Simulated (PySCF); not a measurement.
**Spin-rotation constants: `c1cpc[p-]1`, [C3H3P2]-, charge -1**

Molfile (atoms numbered from 1):
```
C3H3P2
     RDKit          3D

  8  8  0  0  0  0  0  0  0  0999 V2000
   -0.8156    0.7224    0.3173 C   0  0  0  0  0  0  0  0  0  0  0  0
   -0.9934   -0.5190   -0.2827 C   0  0  0  0  0  0  0  0  0  0  0  0
    0.4577   -1.4500   -0.6407 P   0  0  0  0  0  0  0  0  0  0  0  0
    1.5391   -0.2382   -0.0043 C   0  0  0  0  0  0  0  0  0  0  0  0
    0.8405    1.2205    0.6494 P   0  0  0  0  0  0  0  0  0  0  0  0
   -1.6674    1.3663    0.5747 H   0  0  0  0  0  0  0  0  0  0  0  0
   -1.9929   -0.9057   -0.5228 H   0  0  0  0  0  0  0  0  0  0  0  0
    2.6254   -0.3894   -0.0130 H   0  0  0  0  0  0  0  0  0  0  0  0
  1  2  2  0
  2  3  1  0
  3  4  1  0
  4  5  2  0
  5  1  1  0
  1  6  1  0
  2  7  1  0
  4  8  1  0
M  CHG  1   3  -1
M  END
```

Theory: GIAO B3LYP/6-311+G(2d,p) magnetisability, rotational g tensor and spin-rotation constants, non-relativistic, gas phase in PySCF. Geometry: PBE0-D3(BJ)/def2-SVP.

For an ion the centre-of-mass motion in the field is neglected.

**Question.** Give the nuclear spin-rotation constants along the inertial axes (H = +C I·J) beside the isotropic shieldings.

**Answer.** Rotational constants 6.6035, 3.2955, 2.1984 GHz. A star marks the isotopologue with that one atom substituted, in its own axes.
```csv
atom,isotope,Caa (kHz),Cbb (kHz),Ccc (kHz),mean (kHz),σ (ppm)
P3,31P,14.614,8.504,3.273,8.797,116.0
P5,31P,14.619,8.505,3.274,8.800,115.9
H6,1H,-0.119,0.279,-0.185,-0.008,23.6
H7,1H,-0.120,0.279,-0.185,-0.009,23.6
H8,1H,-0.523,0.549,-0.207,-0.060,23.0
C1,13C*,2.730,1.542,0.355,1.542,35.8
C4,13C*,2.257,2.172,0.326,1.585,13.6
```
For the geometry as given, no vibrational averaging.
